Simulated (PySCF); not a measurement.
**Ionisation energy of Be by level of theory**

Be [He] 2s2 (1S) → Be+ [He] 2s1 (2S), as a difference of total energies. Calculation: PySCF 2.14, in ANO-RCC-VTZP; scalar relativity by spin-free X2C-1e. Correlated levels: valence and next inner shell: nothing frozen. The calculations carry no spin-orbit coupling.

| method | ionisation energy (eV) |
| --- | --- |
| UHF | 8.039 |
| MP2 (valence and next inner shell) | 8.803 |
| SCS-MP2 (valence and next inner shell) | 8.949 |
| CCSD(T) (valence and next inner shell) | 9.293 |

Q: Estimate what CCSD (valence and next inner shell) gives.

A: 9.284 eV, closest to CCSD(T) (valence and next inner shell) among the rows shown.

Q: Estimate what CCSDT (valence and next inner shell) gives.

A: 9.294 eV, closest to CCSD(T) (valence and next inner shell) among the rows shown.

Errors of the correlated levels include the incompleteness of this basis.

For comparison: 9.323 eV (measured; NIST Atomic Spectra Database, ionization energies).
